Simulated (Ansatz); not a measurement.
## Ansatz (development build ahead of 0.2.0) run

```yaml
crystal:
  periodic: [false, false, false]
  atoms:
    - { symbol: O, position_ang: [0.03074, 0.01964, 0.04028] }
    - { symbol: H, position_ang: [0.89611, 0.01105, -0.21225] }
    - { symbol: H, position_ang: [-0.46611, 0.86279, -0.21695] }
    - { symbol: H, position_ang: [-0.44271, -0.80882, -0.23875] }
basis:
  gaussian: { orbitals: cc-pVDZ }
total_charge: 1
hamiltonian:
  xc: hf
correlation:
  method: mp2
  frozen_orbitals: { H: 0, O: 1 }
```

The input is written out in the form of the current development build from the run's settings.

The run gave:

| Quantity | Value |
| --- | --- |
| Converged | yes |
| Reference energy | -76.30467 hartree |
| Correlation energy | -0.20210 hartree |
| Total energy | -76.50678 hartree |
| Spin squared of the determinant | 0.000 |
